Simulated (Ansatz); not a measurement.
Reaction (formal hydrolysis of a B–Si bond): `BB[SiH3]` + H₂O → `BBO` + SiH₄

Isolated molecules relaxed with PBE0-D4/def2-TZVP in Ansatz; ΔE leaves out vibrations. CCSD(T)/CBS adds triple-zeta CCSD(T) − MP2 to the extrapolated MP2 energy (def2 sets, frozen cores). This one scheme is used for every species. DFT in def2-TZVPP. B3LYP here is the variant with VWN-RPA as its local correlation; programs differ in this. One conformer a species, not always the lowest.

```json
{"level": "r2SCAN-D4", "ΔE (kcal/mol)": "-28.5"}
{"level": "B3LYP-D4", "ΔE (kcal/mol)": "-30.7"}
{"level": "BHLYP-D4", "ΔE (kcal/mol)": "-32.3"}
{"level": "r2SCANh", "ΔE (kcal/mol)": "-29.0"}
```

Question: What does CCSD(T)/CBS give? (An estimate is asked.)

Answer: Computed: -29.8 kcal/mol. The listed levels differ from it by 1.3, -0.9, -2.5, 0.8 kcal/mol.

Question: What do rigid-rotor, harmonic-oscillator terms from PBE0-D4/def2-TZVP frequencies (298.15 K, 1 bar) make of the CCSD(T)/CBS value? (An estimate is asked.)

Answer: Computed: ΔZPE = +0.7 kcal/mol, ΔH = -30.0 kcal/mol, ΔS = -30 J/(mol·K), ΔG = -27.9 kcal/mol.

Largest T1 diagnostic among the species: 0.015.

From BLYP to BHLYP (50 % exact exchange), in def2-TZVPP and without D4, ΔE moves by −2.3 kcal/mol. At CCSD(T), def2-SVP lies −8.7 kcal/mol from the extrapolated value and def2-TZVPP −1.5 kcal/mol. In def2-TZVPP, CCSD(T) changes the Hartree–Fock value by +4.7 kcal/mol (the triples alone add +0.4 kcal/mol) and MP2 by +3.8 kcal/mol.
